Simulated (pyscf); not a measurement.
Thermochemistry of product channels of CH₃⁻ + HC≡CH on the singlet surface, in kJ/mol, from CCSD(T)/def2-TZVPPD + ΔMP2(QZVPPD) energies (ideal gas, 1 atm, RRHO with modes under 100 cm⁻¹ raised to 100, one conformer, R ln 2 for rigid chiral ones). Optimised with ωB97X-D3(BJ)/def2-SVPD in PySCF. MP2 and CC: frozen core, UHF for open shells. ΔMP2 is the change of the MP2 total energy from the triple- to the quadruple-zeta basis.

| products | ΔE | ΔH(298 K) | ΔG(600 K) | ΔG(900 K) |
|---|---|---|---|---|
| CH₄ + C⁻≡CH | -183.1 | -174.6 | -172.5 | -170.4 |
| H₂C=C⁻–CH₃ | -206.8 | -191.8 | -112.3 | -71.3 |

These are energies of the channels, which say nothing of barriers. H₂C=C⁻–CH₃ lies 63.4 kJ/mol over its isomer H₂C=CH–CH₂⁻, and others may lie lower still (electronic energy, ωB97M-D3(BJ)). The CCSD(T) − MP2 part came from Ansatz, without density fitting, on the same reference.
